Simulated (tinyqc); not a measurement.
UHF in the sto-3g basis, for BH3, spin multiplicity 1, step by step (part 1 of 3). Computed by tinyqc, a small Python program that keeps every step (integrals from PySCF). Settings: charge = 0, multiplicity = 1, basis = sto-3g, energy threshold = 1e-08, iteration cap = 52, orthogonalisation = symmetric, start = Wolfsberg-Helmholz matrix, DIIS depth = 0, method = UHF, break = 0.7. Command: `OMP_NUM_THREADS=1 python tinyqc.py 30963 30964 out.jsonl` (the two numbers bound the seeds that draw the settings). One thread of a shared host (Intel(R) Xeon(R) Processor @ 2.60GHz), about 0.1 s of CPU time with the checks. Later iterations appear only in the table of the cycle.

## One-electron integrals

Geometry (angstrom):
```
atom          x          y         z
B      0.000000   0.000000  0.014000
H      1.531000   0.000000  0.000000
H     -0.766000   1.326000  0.000000
H     -0.766000  -1.326000  0.000000
```

Basis sto-3g: exponents (1/bohr^2) and contraction coefficients of normalised primitives:
```
element  l (shell)   exponent  coefficient
B            s (1)  48.791113     0.154329
B            s (1)   8.887362     0.535328
B            s (1)   2.405267     0.444635
B            s (2)   2.236956    -0.099967
B            s (2)   0.519821     0.399513
B            s (2)   0.169062     0.700115
B            p (3)   2.236956     0.155916
B            p (3)   0.519821     0.607684
B            p (3)   0.169062     0.391957
H            s (1)   3.425251     0.154329
H            s (1)   0.623914     0.535328
H            s (1)   0.168855     0.444635
```

Overlap, kinetic and nuclear-attraction integrals over the contracted functions; the nuclear repulsion is the sum of Za Zb / Rab.

nuclear repulsion = 5.78219477 hartree

overlap S, order 1B 1s, 1B 2s, 1B 2px, 1B 2py, 1B 2pz, 2H 1s, 3H 1s, 4H 1s:
```
[[1.000000, 0.269328, 0.000000, 0.000000, 0.000000, 0.030973, 0.030949, 0.030949],
 [0.269328, 1.000000, 0.000000, 0.000000, 0.000000, 0.316773, 0.316630, 0.316630],
 [0.000000, 0.000000, 1.000000, 0.000000, 0.000000, 0.362447, -0.181236, -0.181236],
 [0.000000, 0.000000, 0.000000, 1.000000, 0.000000, 0.000000, 0.313732, -0.313732],
 [0.000000, 0.000000, 0.000000, 0.000000, 1.000000, -0.003314, -0.003312, -0.003312],
 [0.030973, 0.316773, 0.362447, 0.000000, -0.003314, 1.000000, 0.037008, 0.037008],
 [0.030949, 0.316630, -0.181236, 0.313732, -0.003312, 0.037008, 1.000000, 0.037027],
 [0.030949, 0.316630, -0.181236, -0.313732, -0.003312, 0.037008, 0.037027, 1.000000]]
```

kinetic energy T (hartree), order 1B 1s, 1B 2s, 1B 2px, 1B 2py, 1B 2pz, 2H 1s, 3H 1s, 4H 1s:
```
[[10.826302, -0.047967, 0.000000, 0.000000, 0.000000, -0.009036, -0.009028, -0.009028],
 [-0.047967, 0.359168, 0.000000, 0.000000, 0.000000, 0.025737, 0.025693, 0.025693],
 [0.000000, 0.000000, 1.123881, 0.000000, 0.000000, 0.095924, -0.047934, -0.047934],
 [0.000000, 0.000000, 0.000000, 1.123881, 0.000000, 0.000000, 0.082977, -0.082977],
 [0.000000, 0.000000, 0.000000, 0.000000, 1.123881, -0.000877, -0.000876, -0.000876],
 [-0.009036, 0.025737, 0.095924, 0.000000, -0.000877, 0.760032, -0.009596, -0.009596],
 [-0.009028, 0.025693, -0.047934, 0.082977, -0.000876, -0.009596, 0.760032, -0.009598],
 [-0.009028, 0.025693, -0.047934, -0.082977, -0.000876, -0.009596, -0.009598, 0.760032]]
```

nuclear attraction V (hartree), order 1B 1s, 1B 2s, 1B 2px, 1B 2py, 1B 2pz, 2H 1s, 3H 1s, 4H 1s:
```
[[-24.184112, -3.418581, 0.000000, 0.000000, 0.000308, -0.394445, -0.394142, -0.394142],
 [-3.418581, -4.799229, 0.000003, 0.000000, 0.002996, -1.223097, -1.222433, -1.222433],
 [0.000000, 0.000003, -4.804169, 0.000000, 0.000000, -1.307155, 0.653559, 0.653559],
 [0.000000, 0.000000, 0.000000, -4.804069, 0.000000, 0.000000, -1.131343, 1.131343],
 [0.000308, 0.002996, 0.000000, 0.000000, -4.696335, 0.012331, 0.012322, 0.012322],
 [-0.394445, -1.223097, -1.307155, 0.000000, 0.012331, -3.347668, -0.135623, -0.135623],
 [-0.394142, -1.222433, 0.653559, -1.131343, 0.012322, -0.135623, -3.347304, -0.135665],
 [-0.394142, -1.222433, 0.653559, 1.131343, 0.012322, -0.135623, -0.135665, -3.347304]]
```

core Hamiltonian H = T + V (hartree), order 1B 1s, 1B 2s, 1B 2px, 1B 2py, 1B 2pz, 2H 1s, 3H 1s, 4H 1s:
```
[[-13.357809, -3.466548, 0.000000, 0.000000, 0.000308, -0.403480, -0.403170, -0.403170],
 [-3.466548, -4.440061, 0.000003, 0.000000, 0.002996, -1.197360, -1.196739, -1.196739],
 [0.000000, 0.000003, -3.680288, 0.000000, 0.000000, -1.211231, 0.605625, 0.605625],
 [0.000000, 0.000000, 0.000000, -3.680188, 0.000000, 0.000000, -1.048366, 1.048366],
 [0.000308, 0.002996, 0.000000, 0.000000, -3.572454, 0.011454, 0.011446, 0.011446],
 [-0.403480, -1.197360, -1.211231, 0.000000, 0.011454, -2.587637, -0.145219, -0.145219],
 [-0.403170, -1.196739, 0.605625, -1.048366, 0.011446, -0.145219, -2.587272, -0.145263],
 [-0.403170, -1.196739, 0.605625, 1.048366, 0.011446, -0.145219, -0.145263, -2.587272]]
```

## Two-electron integrals

Functions are numbered as in S; the eight-fold symmetry (ij|kl) = (ji|kl) = (kl|ij) leaves the list below.

Two-electron integrals (ij|kl) in chemists' order, unique and non-zero (hartree):
```
(11|11) 2.923513    (21|11) 0.518376    (21|21) 0.109262    (22|11) 0.744229
(22|21) 0.193177    (22|22) 0.544804    (31|31) 0.020264    (32|31) 0.029996
(32|32) 0.120346    (33|11) 0.742491    (33|21) 0.193240    (33|22) 0.544682
(33|33) 0.586773    (41|41) 0.020264    (42|41) 0.029996    (42|42) 0.120346
(43|43) 0.031630    (44|11) 0.742491    (44|21) 0.193240    (44|22) 0.544682
(44|33) 0.523513    (44|44) 0.586773    (51|51) 0.020264    (52|51) 0.029996
(52|52) 0.120346    (53|53) 0.031630    (54|54) 0.031630    (55|11) 0.742491
(55|21) 0.193240    (55|22) 0.544682    (55|33) 0.523513    (55|44) 0.523513
(55|55) 0.586773    (61|11) 0.059299    (61|21) 0.012460    (61|22) 0.022130
(61|31) 0.000867    (61|32) 0.001617    (61|33) 0.022333    (61|44) 0.022034
(61|51) -0.000008   (61|52) -0.000015   (61|53) -2.74e-06   (61|55) 0.022034
(61|61) 0.001462    (62|11) 0.168017    (62|21) 0.044434    (62|22) 0.141291
(62|31) 0.004828    (62|32) 0.031610    (62|33) 0.149630    (62|44) 0.137048
(62|51) -0.000044   (62|52) -0.000289   (62|53) -0.000115   (62|55) 0.137049
(62|61) 0.005406    (62|62) 0.054805    (63|11) 0.168280    (63|21) 0.045037
(63|22) 0.150981    (63|31) 0.008153    (63|32) 0.050001    (63|33) 0.166385
(63|44) 0.143191    (63|51) -0.000037   (63|52) -0.000275   (63|53) -0.000161
(63|55) 0.143192    (63|61) 0.005689    (63|62) 0.068127    (63|63) 0.088340
(64|41) 0.004066    (64|42) 0.019899    (64|43) 0.005621    (64|54) -0.000051
(64|64) 0.005381    (65|11) -0.001539   (65|21) -0.000412   (65|22) -0.001381
(65|31) -0.000037   (65|32) -0.000275   (65|33) -0.001419   (65|44) -0.001309
(65|51) 0.004066    (65|52) 0.019902    (65|53) 0.005622    (65|55) -0.001412
(65|61) -0.000052   (65|62) -0.000623   (65|63) -0.000759   (65|65) 0.005388
(66|11) 0.344259    (66|21) 0.092610    (66|22) 0.334465    (66|31) 0.010817
(66|32) 0.096946    (66|33) 0.370671    (66|44) 0.316112    (66|51) -0.000099
(66|52) -0.000887   (66|53) -0.000499   (66|55) 0.316117    (66|61) 0.011376
(66|62) 0.175527    (66|63) 0.235276    (66|65) -0.002151   (66|66) 0.774606
(71|11) 0.059254    (71|21) 0.012451    (71|22) 0.022113    (71|31) -0.000433
(71|32) -0.000808   (71|33) 0.022092    (71|41) 0.000750    (71|42) 0.001399
(71|43) -0.000129   (71|44) 0.022241    (71|51) -0.000008   (71|52) -0.000015
(71|53) 1.37e-06    (71|54) -2.37e-06   (71|55) 0.022017    (71|61) 0.001400
(71|62) 0.004953    (71|63) 0.004932    (71|64) 0.000180    (71|65) -0.000048
(71|66) 0.010308    (71|71) 0.001460    (72|11) 0.167921    (72|21) 0.044409
(72|22) 0.141215    (72|31) -0.002414   (72|32) -0.015804   (72|33) 0.140121
(72|41) 0.004178    (72|42) 0.027358    (72|43) -0.005447   (72|44) 0.146404
(72|51) -0.000044   (72|52) -0.000289   (72|53) 0.000058    (72|54) -0.000100
(72|55) 0.136976    (72|61) 0.004954    (72|62) 0.033519    (72|63) 0.034107
(72|64) 0.003905    (72|65) -0.000374   (72|66) 0.079759    (72|71) 0.005398
(72|72) 0.054752    (73|11) -0.084135   (73|21) -0.022517   (73|22) -0.075488
(73|31) 0.005085    (73|32) 0.027415    (73|33) -0.078709   (73|41) -0.001769
(73|42) -0.013032   (73|43) 0.007453    (73|44) -0.076074   (73|51) 0.000019
(73|52) 0.000138    (73|53) -0.000079   (73|54) 0.000047    (73|55) -0.071594
(73|61) -0.002312   (73|62) -0.013681   (73|63) -0.011807   (73|64) -0.001061
(73|65) 0.000151    (73|66) -0.030795   (73|71) -0.002842   (73|72) -0.034048
(73|73) 0.026115    (74|11) 0.145644    (74|21) 0.038979    (74|22) 0.130675
(74|31) -0.001769   (74|32) -0.013032   (74|33) 0.126522    (74|41) 0.007126
(74|42) 0.042447    (74|43) -0.007291   (74|44) 0.141419    (74|51) -0.000032
(74|52) -0.000238   (74|53) 0.000047    (74|54) -0.000133   (74|55) 0.123934
(74|61) 0.004362    (74|62) 0.031489    (74|63) 0.032098    (74|64) 0.006123
(74|65) -0.000345   (74|66) 0.075924    (74|71) 0.004920    (74|72) 0.058939
(74|73) -0.035903   (74|74) 0.067526    (75|11) -0.001538   (75|21) -0.000412
(75|22) -0.001380   (75|31) 0.000019    (75|32) 0.000138    (75|33) -0.001336
(75|41) -0.000032   (75|42) -0.000238   (75|43) 0.000047    (75|44) -0.001390
(75|51) 0.004063    (75|52) 0.019889    (75|53) -0.002810   (75|54) 0.004865
(75|55) -0.001411   (75|61) -0.000048   (75|62) -0.000374   (75|63) -0.000374
(75|64) -0.000041   (75|65) 0.002905    (75|66) -0.000921   (75|71) -0.000052
(75|72) -0.000622   (75|73) 0.000379    (75|74) -0.000656   (75|75) 0.005382
(76|11) 0.018809    (76|21) 0.004981    (76|22) 0.016088    (76|31) 0.000234
(76|32) 0.001562    (76|33) 0.016198    (76|41) 0.000405    (76|42) 0.002707
(76|43) 0.000211    (76|44) 0.016442    (76|51) -0.000009   (76|52) -0.000057
(76|53) -0.000009   (76|54) -0.000015   (76|55) 0.015607    (76|61) 0.000586
(76|62) 0.005157    (76|63) 0.005980    (76|64) 0.000596    (76|65) -0.000064
(76|66) 0.014599    (76|71) 0.000585    (76|72) 0.005155    (76|73) -0.002474
(76|74) 0.005474    (76|75) -0.000064   (76|76) 0.000650    (77|11) 0.344182
(77|21) 0.092590    (77|22) 0.334401    (77|31) -0.005409   (77|32) -0.048479
(77|33) 0.329701    (77|41) 0.009363    (77|42) 0.083921    (77|43) -0.023623
(77|44) 0.356948    (77|51) -0.000099   (77|52) -0.000886   (77|53) 0.000249
(77|54) -0.000432   (77|55) 0.316059    (77|61) 0.010314    (77|62) 0.079788
(77|63) 0.081169    (77|64) 0.011317    (77|65) -0.000922   (77|66) 0.199469
(77|71) 0.011364    (77|72) 0.175433    (77|73) -0.117632   (77|74) 0.203629
(77|75) -0.002150   (77|76) 0.014599    (77|77) 0.774606    (81|11) 0.059254
(81|21) 0.012451    (81|22) 0.022113    (81|31) -0.000433   (81|32) -0.000808
(81|33) 0.022092    (81|41) -0.000750   (81|42) -0.001399   (81|43) 0.000129
(81|44) 0.022241    (81|51) -0.000008   (81|52) -0.000015   (81|53) 1.37e-06
(81|54) 2.37e-06    (81|55) 0.022017    (81|61) 0.001400    (81|62) 0.004953
(81|63) 0.004932    (81|64) -0.000180   (81|65) -0.000048   (81|66) 0.010308
(81|71) 0.001399    (81|72) 0.004950    (81|73) -0.002622   (81|74) 0.004179
(81|75) -0.000048   (81|76) 0.000545    (81|77) 0.010306    (81|81) 0.001460
(82|11) 0.167921    (82|21) 0.044409    (82|22) 0.141215    (82|31) -0.002414
(82|32) -0.015804   (82|33) 0.140121    (82|41) -0.004178   (82|42) -0.027358
(82|43) 0.005447    (82|44) 0.146404    (82|51) -0.000044   (82|52) -0.000289
(82|53) 0.000058    (82|54) 0.000100    (82|55) 0.136976    (82|61) 0.004954
(82|62) 0.033519    (82|63) 0.034107    (82|64) -0.003905   (82|65) -0.000374
(82|66) 0.079759    (82|71) 0.004950    (82|72) 0.033506    (82|73) -0.020439
(82|74) 0.027573    (82|75) -0.000374   (82|76) 0.003547    (82|77) 0.079760
(82|81) 0.005398    (82|82) 0.054752    (83|11) -0.084135   (83|21) -0.022517
(83|22) -0.075488   (83|31) 0.005085    (83|32) 0.027415    (83|33) -0.078709
(83|41) 0.001769    (83|42) 0.013032    (83|43) -0.007453   (83|44) -0.076074
(83|51) 0.000019    (83|52) 0.000138    (83|53) -0.000079   (83|54) -0.000047
(83|55) -0.071594   (83|61) -0.002312   (83|62) -0.013681   (83|63) -0.011807
(83|64) 0.001061    (83|65) 0.000151    (83|66) -0.030795   (83|71) -0.002622
(83|72) -0.020439   (83|73) 0.015090    (83|74) -0.016581   (83|75) 0.000223
(83|76) -0.001749   (83|77) -0.050396   (83|81) -0.002842   (83|82) -0.034048
(83|83) 0.026115    (84|11) -0.145644   (84|21) -0.038979   (84|22) -0.130675
(84|31) 0.001769    (84|32) 0.013032    (84|33) -0.126522   (84|41) 0.007126
(84|42) 0.042447    (84|43) -0.007291   (84|44) -0.141419   (84|51) 0.000032
(84|52) 0.000238    (84|53) -0.000047   (84|54) -0.000133   (84|55) -0.123934
(84|61) -0.004362   (84|62) -0.031489   (84|63) -0.032098   (84|64) 0.006123
(84|65) 0.000345    (84|66) -0.075924   (84|71) -0.004179   (84|72) -0.027573
(84|73) 0.016581    (84|74) -0.020747   (84|75) 0.000303    (84|76) -0.003027
(84|77) -0.064610   (84|81) -0.004920   (84|82) -0.058939   (84|83) 0.035903
(84|84) 0.067526    (85|11) -0.001538   (85|21) -0.000412   (85|22) -0.001380
(85|31) 0.000019    (85|32) 0.000138    (85|33) -0.001336   (85|41) 0.000032
(85|42) 0.000238    (85|43) -0.000047   (85|44) -0.001390   (85|51) 0.004063
(85|52) 0.019889    (85|53) -0.002810   (85|54) -0.004865   (85|55) -0.001411
(85|61) -0.000048   (85|62) -0.000374   (85|63) -0.000374   (85|64) 0.000041
(85|65) 0.002905    (85|66) -0.000921   (85|71) -0.000048   (85|72) -0.000374
(85|73) 0.000223    (85|74) -0.000303   (85|75) 0.002904    (85|76) -0.000043
(85|77) -0.000921   (85|81) -0.000052   (85|82) -0.000622   (85|83) 0.000379
(85|84) 0.000656    (85|85) 0.005382    (86|11) 0.018809    (86|21) 0.004981
(86|22) 0.016088    (86|31) 0.000234    (86|32) 0.001562    (86|33) 0.016198
(86|41) -0.000405   (86|42) -0.002707   (86|43) -0.000211   (86|44) 0.016442
(86|51) -0.000009   (86|52) -0.000057   (86|53) -0.000009   (86|54) 0.000015
(86|55) 0.015607    (86|61) 0.000586    (86|62) 0.005157    (86|63) 0.005980
(86|64) -0.000596   (86|65) -0.000064   (86|66) 0.014599    (86|71) 0.000545
(86|72) 0.003547    (86|73) -0.001749   (86|74) 0.003027    (86|75) -0.000043
(86|76) 0.000470    (86|77) 0.008341    (86|81) 0.000585    (86|82) 0.005155
(86|83) -0.002474   (86|84) -0.005474   (86|85) -0.000064   (86|86) 0.000650
(87|11) 0.018813    (87|21) 0.004982    (87|22) 0.016093    (87|31) -0.000468
(87|32) -0.003128   (87|33) 0.016571    (87|44) 0.016081    (87|51) -0.000009
(87|52) -0.000057   (87|53) 0.000018    (87|55) 0.015612    (87|61) 0.000546
(87|62) 0.003550    (87|63) 0.003498    (87|65) -0.000043   (87|66) 0.008344
(87|71) 0.000586    (87|72) 0.005157    (87|73) -0.003508   (87|74) 0.004880
(87|75) -0.000064   (87|76) 0.000470    (87|77) 0.014607    (87|81) 0.000586
(87|82) 0.005157    (87|83) -0.003508   (87|84) -0.004880   (87|85) -0.000064
(87|86) 0.000470    (87|87) 0.000651    (88|11) 0.344182    (88|21) 0.092590
(88|22) 0.334401    (88|31) -0.005409   (88|32) -0.048479   (88|33) 0.329701
(88|41) -0.009363   (88|42) -0.083921   (88|43) 0.023623    (88|44) 0.356948
(88|51) -0.000099   (88|52) -0.000886   (88|53) 0.000249    (88|54) 0.000432
(88|55) 0.316059    (88|61) 0.010314    (88|62) 0.079788    (88|63) 0.081169
(88|64) -0.011317   (88|65) -0.000922   (88|66) 0.199469    (88|71) 0.010306
(88|72) 0.079760    (88|73) -0.050396   (88|74) 0.064610    (88|75) -0.000921
(88|76) 0.008341    (88|77) 0.199488    (88|81) 0.011364    (88|82) 0.175433
(88|83) -0.117632   (88|84) -0.203629   (88|85) -0.002150   (88|86) 0.014599
(88|87) 0.014607    (88|88) 0.774606
```

## Orthogonalisation

S = U s U^T; symmetric (Loewdin) form X = U s^(-1/2) U^T, so that X^T S X = 1.

eigenvalues of S: [0.437820, 0.537199, 0.537417, 0.971729, 1.000226, 1.425556, 1.425800, 1.664253]

X, order 1B 1s, 1B 2s, 1B 2px, 1B 2py, 1B 2pz, 2H 1s, 3H 1s, 4H 1s:
```
[[1.031720, -0.160742, -0.000002, 0.000000, 0.000197, 0.021690, 0.021683, 0.021683],
 [-0.160742, 1.173848, 0.000028, 0.000000, -0.001468, -0.190414, -0.190304, -0.190304],
 [-0.000002, 0.000028, 1.089952, 0.000000, 0.000000, -0.214922, 0.107456, 0.107456],
 [0.000000, 0.000000, 0.000000, 1.089843, 0.000000, 0.000000, -0.186001, 0.186001],
 [0.000197, -0.001468, 0.000000, 0.000000, 1.000015, 0.001936, 0.001935, 0.001935],
 [0.021690, -0.190414, -0.214922, 0.000000, 0.001936, 1.106368, -0.005551, -0.005551],
 [0.021683, -0.190304, 0.107456, -0.186001, 0.001935, -0.005551, 1.106265, -0.005530],
 [0.021683, -0.190304, 0.107456, 0.186001, 0.001935, -0.005551, -0.005530, 1.106265]]
```

## Starting guess

The start is the generalised Wolfsberg-Helmholz matrix (K = 1.75) built on H, with HOMO and LUMO mixed by +/-0.7 rad for the two spins; D(s) = C_occ C_occ^T for each spin.

D(alpha) at the start, order 1B 1s, 1B 2s, 1B 2px, 1B 2py, 1B 2pz, 2H 1s, 3H 1s, 4H 1s:
```
[[1.024221, -0.102674, 0.000016, -0.001273, 0.000391, -0.080566, -0.080951, -0.080111],
 [-0.102674, 0.477649, -0.000057, 0.003750, -0.001001, 0.180545, 0.181713, 0.179240],
 [0.000016, -0.000057, 0.615862, 0.000000, 0.000001, 0.234556, -0.117311, -0.117311],
 [-0.001273, 0.003750, 0.000000, 0.360392, 0.386724, 0.000352, 0.119185, -0.118481],
 [0.000391, -0.001001, 0.000001, 0.386724, 0.415033, -0.001550, 0.125967, -0.129065],
 [-0.080566, 0.180545, 0.234556, 0.000352, -0.001550, 0.159336, 0.025401, 0.025169],
 [-0.080951, 0.181713, -0.117311, 0.119185, 0.125967, 0.025401, 0.131686, 0.053087],
 [-0.080111, 0.179240, -0.117311, -0.118481, -0.129065, 0.025169, 0.053087, 0.131222]]
```

D(beta) at the start, order 1B 1s, 1B 2s, 1B 2px, 1B 2py, 1B 2pz, 2H 1s, 3H 1s, 4H 1s:
```
[[1.024221, -0.102674, 0.000016, 0.001273, 0.000391, -0.080566, -0.080111, -0.080951],
 [-0.102674, 0.477649, -0.000057, -0.003750, -0.001001, 0.180545, 0.179240, 0.181713],
 [0.000016, -0.000057, 0.615862, 0.000000, 0.000001, 0.234556, -0.117311, -0.117311],
 [0.001273, -0.003750, 0.000000, 0.360392, -0.386724, -0.000352, 0.118481, -0.119185],
 [0.000391, -0.001001, 0.000001, -0.386724, 0.415033, -0.001550, -0.129065, 0.125967],
 [-0.080566, 0.180545, 0.234556, -0.000352, -0.001550, 0.159336, 0.025169, 0.025401],
 [-0.080111, 0.179240, -0.117311, 0.118481, -0.129065, 0.025169, 0.131222, 0.053087],
 [-0.080951, 0.181713, -0.117311, -0.119185, 0.125967, 0.025401, 0.053087, 0.131686]]
```
